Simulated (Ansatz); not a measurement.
# CHAlN+ (quintet): from Hartree-Fock to the top rungs, def2-QZVPP

One table from this session's results is given with a row withheld; the runs are named, their logs left out.

Computed with Ansatz 0.2.0, Gaussian basis. Level: def2-QZVPP, core rule «outside noble gas», up to 7 orbitals frozen.

The runs, in order: UHF; ROHF; CCSD(T) on UHF.

**The geometry**

The geometry is a PBE0/def2-TZVP stationary point (not a proven minimum) of the parent state, kept for this charge and spin.

4 atoms, charge 1, spin multiplicity 5.

Atoms are counted from 1 here; the program's logs count them from 0.

Bond lengths: Al1–N2 1.818 Å, Al1–H4 1.595 Å, N2–C3 1.194 Å. Angles: N2–Al1–H4 111.0°, Al1–N2–C3 170.0°.

The first run:

in.yaml reads:

```yaml
crystal:
  periodic: [false, false, false]
  atoms:
    - {symbol: Al, position_ang: [0.000000, -0.111786, 1.121424]}
    - {symbol: N, position_ang: [0.000000, 0.097969, -0.684708]}
    - {symbol: C, position_ang: [0.000000, 0.027668, -1.876852]}
    - {symbol: H, position_ang: [0.000000, 1.301302, 1.860276]}
basis:
  gaussian: {orbitals: "def2-QZVPP.json"}
total_charge: 1
magnetization: {spin_polarized: true, initial_magnetization: 4}
hamiltonian: {xc: hf}
output: {orbitals: {seedname: orbitals}}
```

Started as:

```bash
ansatz run in.yaml --threads 1 --pin off --events-out ev --progress --plain --max-ram 2393MiB
```

Among the steps run: UHF; ROHF; CCSD(T) on UHF.

One table of the session follows, with a row left open; its other results are not shown here.

It belongs to the step «Misses and costs». 

```
  method  from UCCSD(T) (kcal/mol)
    ROHF                         ?
     UHF                   +223.01
    UMP2                    +33.29
   UCCSD                    +12.07
UCCSD(T)                         0
```

**Question.** Estimate the row for ROHF.

As computed: from UCCSD(T) (kcal/mol): +230.46. In the column «from UCCSD(T) (kcal/mol)» it is the highest.

To keep in mind: Warnings: coupled cluster took another determinant than the lowest.
